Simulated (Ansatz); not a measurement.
The input, for Ansatz 0.2.0:

```yaml
crystal:
  periodic: [false, false, false]
  atoms:
    - {symbol: Sn, position_ang: [-0.000387, -0.021315, 0.000542]}
    - {symbol: H, position_ang: [-0.001220, 1.225520, -1.298705]}
    - {symbol: H, position_ang: [0.046744, 1.284824, 1.234875]}
basis:
  gaussian: {orbitals: def2-SVP}
total_charge: -1
magnetization: {spin_polarized: false, initial_magnetization: 1}
correlation: {active_space: {ras: {orbitals: [3, 1, 23], electrons: 4, max_holes: 2, max_particles: 2}, fixed_orbitals: true}}
```

```sh
$ ansatz run in.yaml --threads 1 --pin off --events-out ev --progress --plain --max-ram 2393MiB
```

Problem. One thing in this input was set wrong on purpose, beside settings that are merely unusual. What is the gravest fault, and what does the program do?

Solution. Electron count of the space is wrong. How the run ends: stopped by an error.
```
444 factors; integrals over basis functions are off by at most 5.4e-4 eV
mean field evaluation 1: about -5835.9787 eV, gradient 8.9e0 eV
mean field evaluation 2: about -5836.0065 eV, gradient 8.9e0 eV
mean field evaluation 4: about -5836.4058 eV, gradient 8.2e-1 eV
mean field evaluation 8: about -5836.4112 eV, gradient 7.9e-4 eV
mean field -5836.41120661 eV, -214.4841557812 hartree, gradient 6.2e-6 eV, S^2 0.750000; 0 other end points of the search recorded, 0 dependent functions left out
reference -5836.41120661 eV, -214.4841557812 hartree; 13, 12 occupied and 23, 24 virtual orbitals, 444 factors
Error: 4 electrons in 27 orbitals form no window around the highest filled level of the reference
```
